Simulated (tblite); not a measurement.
# C2H6ClFO: the cost of one run

Programs: tblite 0.8.0 and PySCF 2.14.0. All values are calculated, for the isolated system unless a continuum is named. Atoms count from 0, parts from 1.

## Step 1: The system as given

11 atoms, charge 0, multiplicity 1; geometry: rigid parts in contact. Parts: 1 = atoms 0–1, `FCl`, charge 0; 2 = atoms 2–10, `COC`, charge 0.

## Step 2: Bringing the parts together with GFN2-xTB

What the job is given:

```
{"job": {"kind": "dock", "xc": "GFN2-xTB", "basis": "xTB"}, "charge": 0, "multiplicity": 1, "parts": [{"atoms": "0-1", "charge": 0, "multiplicity": 1}, {"atoms": "2-10", "charge": 0, "multiplicity": 1}]}
Cl     0.840777    -0.012091    -0.001873
F     -0.840777     0.012091     0.001873
C     -0.531726     0.998083    -3.733240
O     -0.031640     0.085743    -2.791414
C      0.865864    -0.837378    -3.349818
H     -1.199992     1.667394    -3.195637
H      0.277562     1.580339    -4.192469
H     -1.089018     0.485952    -4.528269
H      0.383428    -1.442390    -4.128235
H      1.194102    -1.484757    -2.539459
H      1.735662    -0.331762    -3.788784
```

Method: GFN2-xTB search for minima from random contacts, gas phase.

The run is started by

```bash
OMP_NUM_THREADS=1 python cluster_run.py task.json out
```

This one command runs all jobs of the session in turn.

**Question.** How long does this first job take on 1 thread of Intel Xeon Platinum 8488C, shared host?

About 8.9 s.
